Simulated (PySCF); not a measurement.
C3H4S.
SMILES: `CC=C=S`

Level of theory: EOM-IP-CCSD/aug-cc-pVDZ in PySCF, restricted Hartree–Fock reference, 8 core orbitals frozen, non-relativistic, gas phase, PBE0-D3(BJ)/def2-SVP geometry.

Hartree–Fock orbital energies give these Koopmans values (eV): HOMO 8.58, HOMO-1 11.40, HOMO-2 13.18, HOMO-3 14.67, HOMO-4 15.69, HOMO-5 16.00, HOMO-6 16.55, HOMO-7 19.07.

Question: What vertical ionisation energies does EOM-IP-CCSD give?

Answer: 
```
leading hole (HF orbital)  Koopmans (eV)  EOM-IP-CCSD (eV)  change (eV)  one-hole share
                     HOMO           8.58              8.31        -0.27            0.96
                   HOMO-1          11.40             11.21        -0.19            0.95
                   HOMO-2          13.18             12.02        -1.16            0.90
                   HOMO-3          14.67             13.53        -1.14            0.95
                   HOMO-4          15.69             14.25        -1.44            0.93
                   HOMO-5          16.00             14.75        -1.25            0.93
                   HOMO-6          16.55             15.08        -1.47            0.85
                   HOMO-7          19.07             17.04        -2.03            0.91
```

Question: Does the order of the lines follow the orbital energies?

Answer: Yes, no two lines change places. The corrections run from -2.03 to -0.19 eV, with a mean of -1.12 eV over the 8 lines; no line lies above its Koopmans value.

Question: At what kinetic energies would He II light (40.81 eV) eject these electrons?

Answer: 32.50 eV (HOMO), 29.60 eV (HOMO-1), 28.79 eV (HOMO-2), 27.28 eV (HOMO-3), 26.56 eV (HOMO-4), 26.06 eV (HOMO-5), 25.73 eV (HOMO-6), 23.77 eV (HOMO-7).

Question: What total energy has the lowest final state, and which wavelength reaches it?

Answer: E(CCSD) + ionisation energy = -514.01748 + 0.30547 = -513.71201 Eh, at the geometry of the initial state. The threshold wavelength is 1239.84 eV nm/8.31 eV = 149.2 nm.

One root was sought for each valence orbital with −ε under 21 eV, eight at most, so deeper holes and satellites are missing; no vibrational structure.
